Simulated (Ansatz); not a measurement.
# PH₄+ (singlet): from Hartree-Fock to the top rungs, cc-pVDZ

One table from this session's results is given with a row withheld; the runs are named, their logs left out.

Program: Ansatz 0.2.0, Gaussian basis. Level of theory: cc-pVDZ, core rule «outside noble gas», up to 5 orbitals frozen. These are calculated values, not measurements.

Plan: UHF; CCSD(T) on RHF; BCCD(T) on RHF; CISD; CCSDT(Q) on RHF; CASSCF and MRCISD+Q, 8 electrons in 8 orbitals; CASSCF and NEVPT2, 8 electrons in 8 orbitals.

15 further runs of the same task are left out: 4 that didn't finish, 11 set aside as unsound or not needed.

## The geometry

The geometry is a PBE0/def2-TZVP stationary point (not a proven minimum) of the parent state, kept for this charge and spin.

5 atoms, charge 1, spin multiplicity 1.

Atoms are counted from 1 here; the program's logs count them from 0.

Bond lengths: P1–H2 1.519 Å, P1–H3 1.410 Å, P1–H4 1.410 Å, P1–H5 1.519 Å. Angles: H2–P1–H3 92.8°, H2–P1–H4 92.8°, H2–P1–H5 171.2°, H3–P1–H4 99.8°, H3–P1–H5 92.8°, H4–P1–H5 92.8°.

Set-up of the first run:

Input file in.yaml:

```yaml
crystal:
  periodic: [false, false, false]
  atoms:
    - {symbol: P, position_ang: [0.045627, 0.000000, 0.000000]}
    - {symbol: H, position_ang: [0.161577, 0.000000, -1.514668]}
    - {symbol: H, position_ang: [-0.862630, 1.078238, 0.000000]}
    - {symbol: H, position_ang: [-0.862630, -1.078238, 0.000000]}
    - {symbol: H, position_ang: [0.161577, 0.000000, 1.514668]}
basis:
  gaussian: {orbitals: cc-pVDZ}
total_charge: 1
magnetization: {spin_polarized: true, initial_magnetization: 0}
hamiltonian: {xc: hf}
output: {orbitals: {seedname: orbitals}}
```

Run with:

```sh
> ansatz run in.yaml --threads 1 --pin off --events-out ev --progress --plain --max-ram 2393MiB
```

Steps of the session up to this table: UHF; CCSD(T) on RHF; BCCD(T) on RHF; CISD; CCSDT(Q) on RHF; CASSCF and MRCISD+Q, 8 electrons in 8 orbitals; CASSCF and NEVPT2, 8 electrons in 8 orbitals.

One of the session's tables, all rows but one given; the rest of the session is left out.

| method | from RCCSDT(Q) (kcal/mol) |
| --- | --- |
| RHF | +111.76 |
| RMP2 | +23.85 |
| CISD | +9.36 |
| RCCSD | +3.32 |
| RCCSD(T) | +0.62 |
| BCCD(T) | +0.62 |
| RCCSDT | +0.11 |
| RCCSDT(Q) | 0 |
| CASSCF valence | +61.69 |
| NEVPT2 valence | +16.96 |
| MRCISD valence | ? |
| MRCISD+Q valence | +0.33 |

Estimate the missing values for MRCISD valence.

As computed: from RCCSDT(Q) (kcal/mol): +2.99. In the column «from RCCSDT(Q) (kcal/mol)» it lies between BCCD(T) (+0.62) and RCCSD (+3.32).
